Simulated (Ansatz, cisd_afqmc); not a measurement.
Species: CH, charge 0, doublet. CH (SMILES [CH], doublet).
B3LYP-D3(BJ)/def2-TZVP minimum from Ansatz (a program for electronic structure):
```
C
H 1 1.1235
```
Charge 0, spin multiplicity 2.

Total energies in cc-pVQZ, 5 correlated electrons, 1 frozen orbitals. UHF or UKS for unpaired electrons; spin-orbit terms are left out. Correlated methods leave the cores frozen. No relativity. AFQMC is phaseless with a CISD trial state; ± is one standard error, without the phaseless bias. Outlying blocks are dropped, and bars are widened where a walk drifts. Over all cases where full CI ran beside it in this data, AFQMC minus full CI had a median of +0.1 mEh and passed +0.4 mEh in a tenth of the cases. The UHF reference of CH ([CH], doublet) is spin-contaminated (<S^2> up to 0.35 over the pure value in the sets run).

```tsv
method	program	energy (Eh)	minus CCSDT(Q) (mEh)
HF	Ansatz	-38.28711	132.39
MP2	Ansatz	-38.38699	32.51
CCSD	Ansatz	-38.41459	4.91
CCSD(T)	Ansatz	-38.41844	1.06
CCSDT(Q)	Ansatz	-38.41950	0.00
AFQMC/CISD	cisd_afqmc	-38.4186 ± 0.0002	0.9 ± 0.2
```

Rough core times of Ansatz's runs on a shared machine: CCSD(T) under 20 s, CCSDT(Q) 2 min.
